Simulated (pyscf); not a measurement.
Optimised with ωB97X-D3(BJ)/def2-SVP in PySCF.

Problem. For HN=Si(F)–Cl + H₂ → HN=SiH–Cl + HF, a four-centre exchange (singlet surface; F–Si, H–H broken, H–Si, F–H formed), PBE/def2-TZVP gives ΔE‡ = 1.56 eV and ΔE = +1.01 eV (zero: the separated reactants). In which direction and how far do r²SCAN/def2-TZVP, PBE0-D3(BJ)/def2-TZVP, ωB97M-D3(BJ)/def2-TZVP move these?

Solution. r²SCAN: ΔE‡ = 1.69 eV, ΔE = +1.14 eV; PBE0-D3(BJ): ΔE‡ = 1.64 eV, ΔE = +0.98 eV; ωB97M-D3(BJ): ΔE‡ = 1.79 eV, ΔE = +1.05 eV. PBE's barrier lies under all of them, by 0.08 to 0.23 eV. Its reaction energy lies among theirs. HN=SiH–Cl lies 1.14 eV over its isomer H₂N–Si:–Cl [singlet] (electronic energy, ωB97M-D3(BJ)/def2-TZVP). This is the saddle that the search found; another between the same sides may lie lower.
